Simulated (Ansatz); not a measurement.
# Al2H (quartet): from Hartree-Fock to the top rungs at distance Al1–Al2 = 5.239 Å, cc-pVDZ

The task here is to estimate one member of a computed series from the others.

The runs use Ansatz 0.2.0, Gaussian basis; cc-pVDZ, core rule «outside noble gas», up to 10 orbitals frozen.

To be run: UHF; CCSD(T) on ROHF; CCSD(T) on UHF; BCCD(T) on ROHF; CISD; CCSDT(Q) on ROHF; CCSDT(Q) on UHF; CCSDTQ on ROHF; CCSDTQ on UHF; CASSCF and MRCISD+Q, 5 electrons in 5 orbitals; CASSCF and NEVPT2, 5 electrons in 5 orbitals; Full CI.

8 further runs of the same task are left out: 8 for a known fault of the program.

## The system

The geometry derives from a PBE0/def2-TZVP stationary point (not a proven minimum). One bond is set to the value named and the two fragments are kept rigid.

3 atoms, charge 0, spin multiplicity 4.

Atoms are counted from 1 here; the program's logs count them from 0.

Bond lengths: Al1–H3 1.583 Å.

As a file:

```
Al    0.00000    0.00000    1.21858
Al    0.00000    0.00000   -4.02042
H     0.00000    0.00000    2.80183
```

Set-up of the first run:

in.yaml

```yaml
crystal:
  periodic: [false, false, false]
  atoms:
    - {symbol: Al, position_ang: [0.000000, 0.000000, 1.218584]}
    - {symbol: Al, position_ang: [0.000000, 0.000000, -4.020416]}
    - {symbol: H, position_ang: [0.000000, 0.000000, 2.801831]}
basis:
  gaussian: {orbitals: cc-pVDZ}
magnetization: {spin_polarized: true, initial_magnetization: 3}
hamiltonian: {xc: hf}
output: {orbitals: {seedname: orbitals}}
```

Launch:

```bash
ansatz run in.yaml --threads 1 --pin off --events-out ev --progress --plain --max-ram 4096MiB --backend cpu
```

Steps of the session up to this table: UHF; CCSD(T) on ROHF; CCSD(T) on UHF; BCCD(T) on ROHF; CISD; CCSDT(Q) on ROHF; CCSDT(Q) on UHF; CCSDTQ on ROHF; CCSDTQ on UHF; CASSCF and MRCISD+Q, 5 electrons in 5 orbitals; CASSCF and NEVPT2, 5 electrons in 5 orbitals; Full CI.

One table of the session follows, with a row left open; its other results are not shown here.

```
   method  from FCI (kcal/mol)
     ROHF               +65.25
      UHF               +62.25
     RMP2               +21.56
     UMP2                    ?
     CISD                +5.26
    RCCSD                +1.98
    UCCSD                +1.83
 RCCSD(T)                +0.80
 UCCSD(T)                +0.76
  BCCD(T)                +0.79
   RCCSDT                +0.21
   UCCSDT                +0.21
RCCSDT(Q)                +0.19
UCCSDT(Q)                +0.18
  RCCSDTQ                +0.03
  UCCSDTQ                +0.03
      FCI                    0
```

**Question.** Estimate the row for UMP2.

As computed: from FCI (kcal/mol): +21.15. In the column «from FCI (kcal/mol)» it lies between CISD (+5.26) and RMP2 (+21.56).

Caveats from the session: The report flags that the cluster equations may have other roots. Left out of the table: CASSCF pair, NEVPT2 pair, MRCISD pair, MRCISD+Q pair (the active space lost an orbital or holds another state than full CI finds). The program flags RCCSDTQ, UCCSDTQ as in doubt, so those rows may rest on another solution; read them beside their warnings. Levels on UHF freeze UHF's core orbitals, full CI those of ROHF, so the U rows can settle a little off it for that reason alone. Restricted and unrestricted rows rest on different reference determinants; where their highest levels disagree by more than a few hundredths of an eV, they describe different states and don't form one ladder.
